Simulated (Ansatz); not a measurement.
Mulliken charges of `CC(=S)CF` from ωB97M-V/def2-TZVPP in Ansatz (PBE0-D4/def2-TZVP geometry).

```csv
atom,x (Å),y (Å),z (Å),charge (e)
C1,0.480,-0.584,1.053,-0.262
C2,0.260,-0.400,-0.404,0.008
S3,0.864,-1.365,-1.553,-0.179
C4,-0.587,0.771,-0.813,0.055
F5,-1.028,1.508,0.267,-0.230
H6,0.942,0.314,1.477,0.127
H7,1.103,-1.454,1.245,0.111
H8,-0.483,-0.687,1.565,0.127
H9,-1.460,0.415,-1.367,0.121
H10,-0.008,1.431,-1.467,0.121
```

Q: By hand: the dipole of these point charges (1 e Å = 4.8032 D).

A: Σ q r = (-0.071, 0.104, 0.074) e Å, of length 0.146 e Å = 0.70 D.

Q: How does the dipole of the full density compare? (An estimate is asked.)

A: Ansatz gave: (-0.072, 0.115, 0.161) e Å, 1.01 D; the point charges give 0.69 times that, at 20° from its direction.

Point charges leave out the atoms' own dipoles, such as those of lone pairs, and Mulliken's split depends on the basis, so the two needn't agree.
